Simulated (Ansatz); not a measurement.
Two shapes of singlet C₆H₆.

Shape 1:

```xyz
12

C     1.4517   -0.0375   -0.0523
C     0.7282    1.1882    0.0259
C    -0.6711    1.1787   -0.0478
C    -1.4368    0.0097   -0.0548
C    -0.6649   -1.1550    0.0019
C     0.6795   -1.1920   -0.0283
H     2.4273    0.0127   -0.0054
H     1.2141    2.0999    0.0188
H    -1.1909    2.2083   -0.0573
H    -2.5081    0.0170    0.0043
H    -1.2117   -2.0911    0.0385
H     1.1880   -2.1557   -0.0191
```

Shape 2:

```xyz
12

C     1.4562    0.1175    0.0629
C     0.5400    1.1611   -0.0205
C    -0.8535    1.3046   -0.0887
C    -1.3213    0.0274    0.1252
C    -0.8688   -1.2406   -0.1050
C     0.5601   -1.1063   -0.1232
H     2.5979    0.1680    0.1698
H     1.2467    2.3119   -0.0718
H    -1.3118    2.0241    0.0583
H    -2.4119    0.1569    0.1362
H    -1.4032   -2.0252   -0.1416
H     1.0690   -2.3084   -0.1259
```

Basis set: cc-pVDZ (spherical functions). Left uncorrelated: 6 orbitals. Charge 0, multiplicity 1.

Computed with Ansatz (development build ahead of 0.2.0); each method stands on the lowest determinant of its kind that the runs found.

(1) Which shape is lower in energy, and by how much in each method?

Results:

(1)

```
 method  E(2) − E(1) (eV)
    RHF             5.498
RHF-MP2             4.980
```

Shape 1 is lower. Caution: no unrestricted run beside it, a lower state can exist; stretched shape with no unrestricted run beside it, a lower state can exist. Caution for RHF-MP2: bonds are stretched, where a single reference can fail.
